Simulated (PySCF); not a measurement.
H2S4: core ionisation energies

Species: H2S4.
Cartesian coordinates in Å at the PBE0-D3(BJ)/def2-SVP level; atoms count from 1:
```xyz
6
H2S4 angstrom
S      1.098    1.527    1.378
S      1.399    0.450   -0.361
S      0.574   -1.426   -0.045
S     -1.466   -1.214   -0.343
H     -0.132    2.004    1.064
H     -1.473   -1.340   -1.693
```

Theory: PySCF 2.14.0, delta-SCF UKS SCAN, pcX-2 on the ionised atom, pcseg-1 elsewhere, spin-free X2C. These are vertical core ionisation energies against the vacuum level, from separate self-consistent calculations with and without the core hole.

Q: What binding energy does each computed site have?

A: 
```json
{"atom(s)": "S2/S3", "bonded to": "2 S", "level": "S 1s", "binding energy (eV)": "2478.08", "above the level's lowest (eV)": "+0.23", "count": "2"}
{"atom(s)": "S1/S4", "bonded to": "S and H", "level": "S 1s", "binding energy (eV)": "2477.85", "above the level's lowest (eV)": "0.00", "count": "2"}
```

The 2 S 1s values lie within 0.23 eV of each other; Gaussian lines of 0.5 eV full width would blend them into one maximum.

Q: Express the binding energy of S 1s of S2/S3 in atomic units and per mole.

A: 2478.08 eV = 91.0678 Eh = 239098 kJ/mol.

Topologically equivalent atoms share the value of their first member; where this conformer doesn't relate them by symmetry, their own values could differ. Not every level is listed. Geometry: PBE0-D3(BJ)/def2-SVP, one conformer, isolated molecule.
